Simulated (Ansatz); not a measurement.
Geometry optimisation, RKS PBE/def2-SVP (Ansatz 0.2.0).

Input:

```yaml
crystal:
  periodic: [false, false, false]
  atoms:
    - { symbol: Si, position_ang: [0.198662, -0.049034, 0.15479] }
    - { symbol: Si, position_ang: [0.157431, -0.040648, 2.413181] }
    - { symbol: H, position_ang: [-1.080109, -0.681009, 2.979616] }
    - { symbol: H, position_ang: [1.341826, -0.801592, 2.95692] }
    - { symbol: H, position_ang: [0.236522, 1.371984, 2.936905] }
    - { symbol: H, position_ang: [1.634785, -0.076084, -0.304157] }
    - { symbol: H, position_ang: [-0.438197, 1.182764, -0.428712] }
    - { symbol: H, position_ang: [-0.486851, -1.267712, -0.404075] }
    - { symbol: H, position_ang: [-2.40208, 0.24545, 0.667976] }
    - { symbol: H, position_ang: [-2.294789, 0.11588, 1.370955] }
basis:
  gaussian: { orbitals: def2-SVP }
hamiltonian:
  xc: pbe
relax:
  f_tol: 0.03
  max_steps: 50
```

Run as:

```bash
$ ansatz run input.yaml --threads 1 --pin off --max-ram 2048MiB --backend cpu --events-out ev --progress --plain --runs-dir out
```

Problem. Where does it end, and by what steps?

Solution. The run converged. The force dipped under the threshold on the way, but the program's further checks kept it going. After 9 steps the energy has fallen by 0.249 eV; H10 moved furthest, 0.98 Å.

| step | energy less start (eV) | largest force component (eV/Å) | accepted |
| --- | --- | --- | --- |
| 0 | 0.0000 | 1.728 | yes |
| 1 | -0.1769 | 0.287 | yes |
| 2 | -0.2161 | 0.142 | yes |
| 3 | -0.2339 | 0.027 | yes |
| 4 | -0.2397 | 0.046 | yes |
| 5 | -0.2431 | 0.096 | yes |
| 6 | -0.2444 | 0.098 | yes |
| 7 | -0.2453 | 0.136 | yes |
| 8 | -0.2475 | 0.083 | yes |
| 9 | -0.2486 | 0.003 | yes |

```xyz
10
Properties=species:S:1:pos:R:3
Si 0.438 -0.066 0.145
Si 0.413 -0.052 2.500
H -0.962 -0.387 3.014
H 1.386 -1.069 3.036
H 0.803 1.306 3.020
H 1.835 0.182 -0.358
H -0.465 1.008 -0.399
H -0.030 -1.400 -0.374
H -3.283 0.368 0.518
H -3.268 0.109 1.241
```

Whether the end is a true minimum wasn't checked by a vibrational analysis.

Time of the run: 19 s on 1 thread of Arm Neoverse V1, on a shared host, peak memory 0.12 GiB.
